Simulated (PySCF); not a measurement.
**SiH3OF (SMILES O[SiH2]F): levels of theory compared**

Wanted: a comparison of 6 runs (B2PLYP/aug-cc-pVDZ, CAM-B3LYP/aug-cc-pVDZ, M06-2X/aug-cc-pVDZ, TPSS/aug-cc-pVDZ, revPBE/aug-cc-pVDZ, wB97M-V/aug-cc-pVDZ) of SiH3OF. The job is set up through a Python script.

The results are computed with PySCF 2.14.0.

1 further run of the same task is left out (set aside as unsound or not needed).

**1. The system as given**

SiH3OF: 6 atoms, total charge 0, spin state singlet. As SMILES, `O[SiH2]F`. One bond was lengthened or shortened from a relaxed shape.

Bond lengths: O1–Si2 1.874 Å, Si2–F3 1.596 Å, O1–H4 0.958 Å, Si2–H5 1.474 Å, Si2–H6 1.482 Å. Angles: O1–Si2–F3 111.0°, O1–Si2–H5 106.4°, O1–Si2–H6 111.7°, F3–Si2–H5 108.2°, F3–Si2–H6 106.0°, Si2–O1–H4 119.1°, H5–Si2–H6 113.7°.

**2. The energy at B2PLYP/aug-cc-pVDZ (run 1)**

input.xyz reads:

```xyz
6
FH3OSi
O     -1.038240    -0.239180    -1.081274
Si     0.378300    -0.009300     0.123900
F      0.180800    -0.922800     1.417800
H     -1.898940     0.120220    -0.862774
H      1.595600    -0.458500    -0.575800
H      0.455100     1.385600     0.617600
```

calc.py reads:

```python
from pyscf import gto, dft, mp

system = gto.M(
    atom='input.xyz',
    verbose=3,
    max_memory=1860,
    spin=0,
    charge=0,
    basis='aug-cc-pvdz',
)

calc0 = dft.RKS(system, xc='0.53*HF + 0.47*B88, 0.73*LYP')
calc0.conv_tol = 1e-10
calc0.grids.level = 5
calc0.kernel()
if not calc0.converged:
    calc0 = calc0.newton().run(calc0.mo_coeff, calc0.mo_occ)

pt = mp.MP2(calc0, frozen=7).run()
e_tot = calc0.e_tot + 0.27 * pt.e_corr
print('PT2 part  %.8f' % (0.27 * pt.e_corr))
print('Final energy', e_tot)
```

Command:

```sh
$ OMP_NUM_THREADS=1 python calc.py
```

Standard output:

```text
converged SCF energy = -466.043660846717
E(RMP2) = -466.676193928272  E_corr = -0.63253308155475
E(SCS-RMP2) = -466.663378605668  E_corr = -0.61971775895086
PT2 part  -0.17078393
Final energy -466.2144447787369
```

Run time: 16 s. Hardware: 1 thread of Arm Neoverse V2, shared host; peak memory 0.5 GiB.

**3. The energy at CAM-B3LYP/aug-cc-pVDZ (run 2)**

input.py reads:

```python
from pyscf import gto, dft

system = gto.M(
    atom=[
    ('O', (-1.038240, -0.239180, -1.081274)),
    ('Si', (0.378300, -0.009300, 0.123900)),
    ('F', (0.180800, -0.922800, 1.417800)),
    ('H', (-1.898940, 0.120220, -0.862774)),
    ('H', (1.595600, -0.458500, -0.575800)),
    ('H', (0.455100, 1.385600, 0.617600)),
],
    basis='aug-cc-pvdz',
    verbose=3,
    max_memory=1860,
    spin=0,
)

myscf = dft.RKS(system)
myscf.xc = 'cam-b3lyp'
myscf.conv_tol = 1e-10
myscf.grids.level = 5
myscf.kernel()
if not myscf.converged:
    myscf = myscf.newton().run(myscf.mo_coeff, myscf.mo_occ)

e_final = myscf.e_tot
print('Final energy', e_final)
```

Command:

```sh
$ OMP_NUM_THREADS=1 python input.py
```

Standard output:

```text
converged SCF energy = -466.422031699883
Final energy -466.4220316998826
```

Run time: 22 s. Hardware: 1 thread of Arm Neoverse V2, shared host; peak memory 0.5 GiB.

Runs 3 to 5 aren't shown in full; the table further down has their settings and results.

**4. The energy at wB97M-V/aug-cc-pVDZ (run 6)**

calc.py reads:

```python
from pyscf import gto, dft

mol = gto.M(
    atom='''
O       -1.038240      -0.239180      -1.081274
Si       0.378300      -0.009300       0.123900
F        0.180800      -0.922800       1.417800
H       -1.898940       0.120220      -0.862774
H        1.595600      -0.458500      -0.575800
H        0.455100       1.385600       0.617600
''',
    spin=0,
    verbose=3,
    max_memory=1860,
    basis='aug-cc-pvdz',
)

calc0 = dft.RKS(mol, xc='wb97m-v')
calc0.conv_tol = 1e-10
calc0.nlcgrids.level = 1
calc0.grids.level = 5
calc0.kernel()
if not calc0.converged:
    calc0 = calc0.newton().run(calc0.mo_coeff, calc0.mo_occ)

energy = calc0.e_tot
print('E(%s) = %.9f' % ('WB97M-V', energy))
```

Command:

```sh
$ OMP_NUM_THREADS=1 python calc.py
```

Standard output:

```text
converged SCF energy = -466.393475020668
E(WB97M-V) = -466.393475021
```

Run time: 66 s. Hardware: 1 thread of Arm Neoverse V2, shared host; peak memory 0.56 GiB.

**5. The series**

```csv
run,level,frozen core orbitals,nlc grid,energy (Eh),dipole moment (D),HOMO energy (eV),LUMO energy (eV),wall time
1,B2PLYP/aug-cc-pVDZ,7,–,-466.214445,1.63,-10.66,0.20,16 s
2,CAM-B3LYP/aug-cc-pVDZ,–,–,-466.422032,1.58,-10.56,0.13,22 s
3,M06-2X/aug-cc-pVDZ,–,–,-466.377121,1.57,-10.67,-0.16,31 s
4,TPSS/aug-cc-pVDZ,–,–,-466.503651,1.41,-7.44,-1.07,33 s
5,revPBE/aug-cc-pVDZ,–,–,-466.341991,1.39,-7.30,-1.23,15 s
6,wB97M-V/aug-cc-pVDZ,–,1,-466.393475,1.54,-11.53,0.40,66 s
```

**6. Summary of results**

| quantity | value |
| --- | --- |
| run 6: total energy | -466.39348 Eh |
| run 6: dipole moment | 1.54 D |
| run 6: HOMO energy | -11.53 eV |
| run 6: LUMO energy | 0.40 eV |
| run 6: HOMO–LUMO gap | 11.93 eV |

**Reading.** The dipole moment (its size) runs from 1.39 D (revPBE/aug-cc-pVDZ) to 1.63 D (B2PLYP/aug-cc-pVDZ). A double hybrid's value is that of its SCF part. The HOMO–LUMO gap runs from 6.07 eV (revPBE/aug-cc-pVDZ) to 11.93 eV (wB97M-V/aug-cc-pVDZ). Totals of different functionals can't be ranked against each other. All runs together took 3.1 min, the longest 66 s.
